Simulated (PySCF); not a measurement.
# CH3ClLi: the cost of one run

Programs: PySCF 2.14.0. All values are calculated, for the isolated system unless a continuum is named. Atoms count from 0, parts from 1.

### 1 The system as given

6 atoms, charge -1, multiplicity 1; geometry: GFN2-xTB. Parts: 1 = atoms 0–4, `[Li][CH3]`, charge 0; 2 = atom 5, `[Cl-]`, charge -1.

### 2 Relaxing the molecule at PBE0-D3(BJ)/def2-TZVPD

The job: settings as JSON, then the geometry in Å.

```
{"job": {"xc": "PBE0", "basis": "def2-TZVPD", "d3": "d3bj", "grid": 3, "kind": "geom", "shake": 0.01}, "charge": -1, "multiplicity": 1, "parts": [{"atoms": "0-4", "charge": 0, "multiplicity": 1}, {"atoms": "5-5", "charge": -1, "multiplicity": 1}]}
C     -0.102475     0.029415     0.053548
Li     0.998647    -0.807104    -1.394739
H     -0.944518     0.705735    -0.334102
H     -0.610670    -0.656756     0.700027
H      0.436668     0.687218     0.734625
Cl     2.202074    -1.717055    -2.926215
```

The run is started by

```sh
> OMP_NUM_THREADS=1 python cluster_run.py task.json out
```

This one command runs all jobs of the session in turn.

**Question.** How long does this first job take on 1 thread of Arm Neoverse N1, shared host, and how much memory does it need?

About 39 s, with a peak of 0.54 GiB.
